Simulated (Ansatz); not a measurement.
# BFH5N: the cost of one run

Program: Ansatz 0.2.0 through its Python package. Level of theory: PBE/6-31G*. These are calculated values, not measurements.

## 1. The structure

Bond lengths: N1–B2 1.534 Å, B2–F3 1.455 Å, N1–H4 1.045 Å, N1–H5 1.045 Å, N1–H6 1.045 Å, B2–H7 1.192 Å, B2–H8 1.192 Å. Angles: N1–B2–F3 109.7°, N1–B2–H7 109.7°, N1–B2–H8 109.7°, F3–B2–H7 109.3°, F3–B2–H8 109.3°, H7–B2–H8 109.1°, B2–N1–H4 109.4°, B2–N1–H5 109.5°, B2–N1–H6 109.5°, H4–N1–H5 109.4°, H4–N1–H6 109.4°, H5–N1–H6 109.5°.

No structure file is read: the coordinates are typed or built in the script.

## 2. The script

bfh5n.py

```python
"""Molecular dynamics of one BFH5N molecule."""

import ansatz as az
import numpy as np

geometry_ang = [
    ("N", [0.7898, 0.0854, 0.0836]),
    ("B", [-0.7225, -0.1309, -0.0517]),
    ("F", [-1.3296, 1.0279, -0.6892]),
    ("H", [1.2203, -0.7493, 0.5417]),
    ("H", [1.21, 0.217, -0.864]),
    ("H", [0.9706, 0.9335, 0.6666]),
    ("H", [-1.2056, -0.2841, 1.0276]),
    ("H", [-0.933, -1.0996, -0.7144]),
]
bfh5n = az.Crystal.molecule()
for symbol, xyz in geometry_ang:
    bfh5n = bfh5n.atom(symbol, xyz)

calculation = (
    bfh5n.calculation()
    .basis(gaussian="6-31G*")
    .functional("PBE")
    .md("nve", timestep=1.0, steps=40, temperature=500, initial_velocities="maxwell_boltzmann", seed=3)
)
frames = []
calculation.session().plan().execute(on_event=lambda e: frames.append(e["data"]) if e["event"] == "md_step" else None)
print("t (fs)   E_pot (eV)      E_kin (eV)   T (K)   d(0-1) (A)")
for f in frames[::2]:
    xyz = np.array(f["positions_ang"])
    print(f"{f['time_fs']:6.2f} {f['lagrangian_ev']:14.5f} {f['e_kin_ev']:10.5f} {f['temperature_k']:8.1f} {np.linalg.norm(xyz[0] - xyz[1]):9.4f}")
kept = np.array([f["conserved_ev"] for f in frames])
print(f"conserved energy moves by at most {1000 * np.ptp(kept):.3f} meV")
symbols = [site.symbol for site in bfh5n.cartesian_sites]
with open("last_frame.xyz", "w") as handle:
    handle.write(f"{len(symbols)}\nt = {frames[-1]['time_fs']} fs\n")
    handle.writelines("{:2s} {:10.5f} {:10.5f} {:10.5f}\n".format(s, *xyz) for s, xyz in zip(symbols, frames[-1]["positions_ang"]))
```

## 3. The calls as engine input

The package turns the script's settings into the engine's input:

```yaml
crystal:
  periodic: [false, false, false]
  atoms:
    - { symbol: "N", position_ang: [0.7898, 0.0854, 0.0836] }
    - { symbol: B, position_ang: [-0.7225, -0.1309, -0.0517] }
    - { symbol: F, position_ang: [-1.3296, 1.0279, -0.6892] }
    - { symbol: H, position_ang: [1.2203, -0.7493, 0.5417] }
    - { symbol: H, position_ang: [1.21, 0.217, -0.864] }
    - { symbol: H, position_ang: [0.9706, 0.9335, 0.6666] }
    - { symbol: H, position_ang: [-1.2056, -0.2841, 1.0276] }
    - { symbol: H, position_ang: [-0.933, -1.0996, -0.7144] }
basis:
  gaussian:
    orbitals: "6-31G*"
hamiltonian:
  xc: pbe
md:
  timestep: 1.0
  n_steps: 40
  ensemble: nve
  temperature: 500.0
  initial_velocities: maxwell_boltzmann
  seed: 3
```

## 4. Launch

Started as:

```console
$ python bfh5n.py
```

**Question.** How long does this script take on 1 thread of Arm Neoverse V2, shared host, and how much memory does it need?

About 40 s, with a peak of 0.17 GiB.
